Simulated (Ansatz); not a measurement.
Mg₃H₄: single points at one geometry.

```yaml
crystal:
  periodic: [false, false, false]
  atoms:
    - {symbol: Mg, position_ang: [0.888340, 1.124360, -0.181928]}
    - {symbol: Mg, position_ang: [-1.426023, 0.423780, 2.213022]}
    - {symbol: Mg, position_ang: [-0.410830, -1.264952, -0.564283]}
    - {symbol: H, position_ang: [1.600812, 2.628113, 0.201538]}
    - {symbol: H, position_ang: [-0.563700, 0.496287, -1.188548]}
    - {symbol: H, position_ang: [-1.301444, -2.718973, -0.660095]}
    - {symbol: H, position_ang: [1.212846, -0.688616, 0.180295]}
basis:
  gaussian: {orbitals: def2-TZVPD, initial_orbitals: start.molden}
hamiltonian: {xc: pbe, dispersion: d4}
scf: {omitted_lower_state_checks: [starts]}
output: {orbitals: {seedname: orbitals}}
```

The file start.molden holds the orbitals of an earlier run on this structure, at another level or in another basis.

```sh
$ ansatz run in.yaml --threads 4 --pin off --events-out ev --progress --plain --max-ram 3916MiB
```

Shortened log:

```
Functional definition: PBE
1128 factors; their error is unknown
mean field evaluation 1: about -16386.8141 eV, gradient 8.8e0 eV
mean field evaluation 2: about -16386.8931 eV, gradient 1.1e-1 eV
mean field evaluation 4: about -16386.8613 eV, gradient 1.2e-4 eV
mean field -16386.86128378 eV, -602.2060447653 hartree, gradient 1.5e-5 eV, S^2 0.000000; 0 other end points of the search recorded, 0 dependent functions left out
reference -16386.86134955 eV, -602.2060471824 hartree; 20, 20 occupied and 121, 121 virtual orbitals, 1128 factors
Total energy: -16387.07968103 eV, -602.2140707163 hartree
Checks for a lower state left out: starts
```

Hardware: 4 threads of Arm Neoverse V2 on a shared host. Wall time 1.1 s.

The first input with `hamiltonian: {xc: pbe0, dispersion: d4}` (abridged; 1.2 s):

```
Functional definition: PBE0
mean field -16388.53686183 eV, -602.2676211230 hartree, gradient 4.3e-5 eV, S^2 0.000000
Total energy: -16388.72689300 eV, -602.2746046395 hartree
Checks for a lower state left out: starts
```

As the first input, with `gaussian: {orbitals: def2-TZVP, initial_orbitals: start.molden}`, `hamiltonian: {xc: {name: wB97M-V}}` (abridged; 3.9 s):

```
Functional definition: wB97M-V
mean field -16396.03550237 eV, -602.5431910802 hartree, gradient 6.8e-6 eV, S^2 0.000000
Total energy: -16396.03557165 eV, -602.5431936260 hartree
Checks for a lower state left out: starts
```

The first input with `gaussian: {orbitals: def2-TZVP, initial_orbitals: start.molden}`, `hamiltonian: {xc: pbe0, dispersion: d4}` and without the key `scf` (abridged; 1.4 s):

```
Functional definition: PBE0
mean field evaluation 16: about -16388.5157 eV, gradient 7.5e-3 eV
mean field -16388.51572805 eV, -602.2668444709 hartree, gradient 2.2e-5 eV, S^2 0.000000; 1 other end points of the search recorded, 0 dependent functions left out
Total energy: -16388.70575237 eV, -602.2738277360 hartree
```

First input, but with `gaussian: {orbitals: def2-TZVP, initial_orbitals: start.molden}`, `hamiltonian: {xc: {name: B97M-V}}` (abridged; 3.5 s):

```
Functional definition: B97M-V
mean field -16394.47985888 eV, -602.4860222361 hartree, gradient 1.4e-5 eV, S^2 0.000000
Total energy: -16394.47994464 eV, -602.4860253880 hartree
Checks for a lower state left out: starts
```

As the first input, with `gaussian: {orbitals: def2-TZVP, initial_orbitals: start.molden}`, `correlation: {method: mp2}` and without the key `hamiltonian` (abridged; 0.55 s):

```
Functional definition: HF
mean field -16357.06173388 eV, -601.1109315055 hartree, gradient 1.5e-6 eV, S^2 0.000000
3 core orbitals not correlated: weight in the atoms' cores, before any rotation towards them, 1.000 or more for the frozen orbitals, at most 0.000 for the correlated occupied ones
second order -16.87633893 eV of doubles, -0.00000000 eV of singles
Total energy: -16373.93807281 eV, -601.7311255219 hartree
Checks for a lower state left out: starts
```

First input, but with `gaussian: {orbitals: def2-SVP, initial_orbitals: start.molden}`, `hamiltonian: {xc: pbe0, dispersion: d4}` (abridged; 0.9 s):

```
Functional definition: PBE0
mean field -16382.56720964 eV, -602.0482404515 hartree, gradient 2.3e-5 eV, S^2 0.000000
Total energy: -16382.75723590 eV, -602.0552237877 hartree
Checks for a lower state left out: starts
```

Geometry: r2SCAN-D4/def2-TZVP.

Correlated methods freeze 3 core orbitals; core or outer-core shells of Mg are correlated, in sets that lack core-valence functions. The structure comes from a short search, and lower isomers may exist.
